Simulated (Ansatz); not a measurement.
`NC=C=CF` + CH₄ → `CC=C=CN` + H–F  (formal exchange of groups at a C–F bond)

Gas-phase electronic energies from Ansatz, PBE0-D4/def2-TZVP geometries. CCSD(T)/CBS is the MP2 limit (def2-TZVPP, def2-QZVPP) plus CCSD(T) − MP2 in def2-TZVPP, frozen cores. This one scheme is used for every species. Functionals use def2-TZVPP. Each species was taken in one conformer, which may not be the lowest.

```tsv
species	CAM-B3LYP-D4 energy (Eh)
`NC=C=CF`	-271.25099
CH₄	-40.50551
`CC=C=CN`	-211.29876
H–F	-100.46752
```

**Question.** Work out ΔE.

**Answer.** ΔE = (-211.29876) + (-100.46752) − (-271.25099) − (-40.50551) = -0.00978 Eh = -25.7 kJ/mol. CCSD(T)/CBS gives -47.1 kJ/mol.

Largest T1 diagnostic among the species: 0.013.

In def2-TZVPP, CCSD(T) changes the Hartree–Fock value by −11.5 kJ/mol (the triples alone add +0.6 kJ/mol) and MP2 by −20.3 kJ/mol. From r2SCAN to r2SCAN0 (25 % exact exchange), in def2-TZVPP and without D4, ΔE moves by −8.6 kJ/mol. Leaving LDA and LC-ωPBE aside and taking each functional with its dispersion term where it has one, the values, not all of them listed here, spread over 23.0 kJ/mol, from PBE-QIDH to BLYP-D4. LDA lies −3.4 kJ/mol from PBE without D4.
